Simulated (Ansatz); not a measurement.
A made-up structure of CH8AlN, closed shell:

C1  (1.245, 0.109, -0.616)
N2  (0.400, -0.209, 0.545)
Al3  (-1.600, 0.053, 0.199)
H4  (2.308, -0.035, -0.407)
H5  (0.947, -0.528, -1.448)
H6  (1.067, 1.145, -0.902)
H7  (0.658, 0.369, 1.339)
H8  (1.690, 0.965, -0.176)
H9  (-2.179, -0.381, 1.631)
H10  (-1.600, 1.619, -0.156)
H11  (-1.791, -0.974, -1.020)
(Å)

It is relaxed with PBE-D4/def2-SVP and then PBE0-D4/def2-TZVP (Ansatz 0.2.0). Atoms count as bonded within 1.22 times the sum of their covalent radii (H–H: 0.88 Å). The end point is not checked to be a true minimum.

Problem. Does its bonding change? (Judge from chemistry; the calculation decides.)

Solution. The calculation gives: Yes. Formed: H6–H10; broken: C1–H6, Al3–H10.

Where it ends: The first stage lowers the energy by 5.27 eV in 23 steps. It ends as a complex of CH₆AlN ([CH3][NH][AlH2]) + H₂:
C1  (1.665, -0.299, -0.434)
N2  (0.600, -0.117, 0.528)
Al3  (-1.144, -0.281, 0.278)
H4  (2.369, -1.085, -0.133)
H5  (1.246, -0.594, -1.399)
H6  (-1.176, 2.298, -0.406)
H7  (0.952, 0.146, 1.437)
H8  (2.244, 0.618, -0.599)
H9  (-2.090, -0.028, 1.524)
H10  (-1.879, 2.220, -0.652)
H11  (-1.642, -0.741, -1.154)
(Å)

Labels in which every atom is bracketed show which atoms are joined, not bond orders.

For scale, one of the runs: PBE0-D4/def2-TZVP relaxation, 147 basis functions, launched by `ansatz run in.yaml --threads 2 --pin off --events-out ev --progress --plain --max-ram 4352MiB`. Hardware: 2 CPU threads of an Arm Neoverse V2, shared host. Wall time about 41 s.
